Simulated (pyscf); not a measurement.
Thermochemistry of product channels of GeH₂ (SMILES [GeH2]) [singlet] + HF (SMILES F) on the singlet surface, in eV, from ωB97M-D3(BJ)/def2-TZVP energies (ideal gas, 1 atm, RRHO with modes under 100 cm⁻¹ raised to 100, one conformer, R ln 2 for rigid chiral ones). Single points on ωB97X-D3(BJ)/def2-SVP structures (PySCF, gas phase).

```json
[
 {"products": "F–GeH: (SMILES [F][GeH]) [singlet] + H₂ (SMILES [H][H])", "ΔE": "-0.98", "ΔH(298 K)": "-1.05", "ΔG(600 K)": "-0.99", "ΔG(900 K)": "-0.97"},
 {"products": "F–GeH₃ (SMILES [F][GeH3])", "ΔE": "-2.25", "ΔH(298 K)": "-2.18", "ΔG(600 K)": "-1.29", "ΔG(900 K)": "-0.84"}
]
```

These are energies of the channels, which say nothing of barriers. Elements up to Kr have no core potential and no relativistic terms here.
